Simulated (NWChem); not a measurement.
methanethiol (CH$_{4}$S); SMILES CS

All runs: NWChem. Pople sets run with spherical d functions. All runs use the structure optimised with PBE0/def2-SVP. Level: M05-2X/6-31G* with SMD, gas-phase geometry; reactions with the solvents are ignored.

| SMD term (kcal/mol) | water | chloroform |
|---|---|---|
| distortion of the solute's density | 0.47 | 0.28 |
| polarisation | -3.74 | -2.81 |
| cavity, dispersion and structure | 2.02 | -1.15 |

Problem. Sum the solvation free energies, find the transfer free energy from water to chloroform and the partition coefficient at 298.15 K.

Solution. 
1. ΔG(solv, water) = -1.25 kcal/mol and ΔG(solv, chloroform) = -3.68 kcal/mol (1 M gas to 1 M solution).
2. Transfer: -3.68 − (-1.25) = -2.43 kcal/mol.
3. log₁₀ K(chloroform/water) = −ΔG/(RT ln 10) = 2.43/1.364 = 1.8, so the model puts more of the solute in chloroform.
4. Of the transfer energy, 0.74 kcal/mol is electrostatic and -3.17 comes from the non-electrostatic term. The two phases are taken as the pure solvents.
